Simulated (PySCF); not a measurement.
## TDDFT excited states: HNO

Compound: HNO.
InChI=1S/HNO/c1-2/h1H

Computed with TDDFT PBE0/def2-SVPD, vertical, gas phase, core orbitals frozen in the response (PySCF 2.14.0, density-fitted response routines). Isolated species at its PBE0-D3(BJ)/def2-SVP geometry, gas phase.

Problem. What does the calculation give for the low-lying excited states?

Solution. 

| state | E (eV) | E (kJ/mol) | λ (nm) | f | symmetry | main configurations (H = HOMO, L = LUMO) |
| --- | --- | --- | --- | --- | --- | --- |
| S1 | 1.52 | 147 | 815.1 | 0.0002 | – | H→L (100%) |
| S2 | 6.65 | 641 | 186.5 | 0.077 | A′ | H→L+1 (99%) |
| S3 | 7.54 | 728 | 164.4 | 0.0019 | – | H-1→L (99%) |
| S4 | 8.47 | 817 | 146.3 | 0.031 | A′ | H→L+2 (97%) |
| S5 | 8.77 | 846 | 141.4 | 0.0008 | – | H→L+3 (99%) |
| S6 | 9.00 | 868 | 137.8 | 0.061 | A′ | H→L+4 (92%) |
| S7 | 9.74 | 939 | 127.4 | 0.0027 | A″ | H-3→L (98%) |
| S8 | 10.09 | 973 | 122.9 | 0.0073 | A′ | H→L+5 (86%), H-2→L (9%) |
| S9 | 10.68 | 1031 | 116.1 | 0.088 | A′ | H-2→L (66%), H→L+6 (16%) |
| S10 | 11.34 | 1094 | 109.4 | 0.076 | A′ | H→L+6 (80%), H-2→L (10%) |

Triplets, Tamm–Dancoff:

```csv
state,E (eV),λ (nm),"main configurations (H = HOMO, L = LUMO)"
T1,0.44,2801,H→L (100%)
T2,5.65,219.5,H-2→L (99%)
T3,5.84,212.3,H→L+1 (97%)
T4,6.17,200.8,H-1→L (98%)
```

The lowest singlet lies at 1.52 eV (815 nm, near infrared) and is dark (f under 0.0005); its leading configuration is HOMO→LUMO (100%). The most intense listed level is S9 at 10.68 eV (116 nm, f = 0.088), 9.16 eV above S1. Löwdin shares by element: HOMO oxygen 50%, nitrogen 39%, hydrogen 11%; LUMO nitrogen 52%, oxygen 44%, hydrogen 4%. Orbital energies (eV): HOMO-3 -15.31, HOMO-2 -13.50, HOMO-1 -13.14, HOMO -7.15, LUMO -2.89, LUMO+1 1.03, LUMO+2 2.91. The listed states span 9.82 eV, and the widest gap between neighbours is 5.13 eV (S1 to S2). The oscillator strengths of these states sum to 0.346; summed over the whole spectrum of an exact calculation they would give the number of electrons, 16 (Thomas–Reiche–Kuhn). No computed singlet lies between 380 and 750 nm, and the lowest lies beyond, at 815 nm. The vertical ionisation energy is 10.47 eV (ΔSCF), so S9 and higher lie in the continuum; a finite Gaussian basis only mimics such states. Symmetry labels in Cs follow from the direction of the transition dipole and are given only for states with f of 0.002 or more. Singlets were solved by full linear response, triplets in the Tamm–Dancoff approximation.

The run took 4.2 s on Arm Neoverse N1, one thread, no GPU (shared host), and the process peaked at 0.26 GiB of memory.
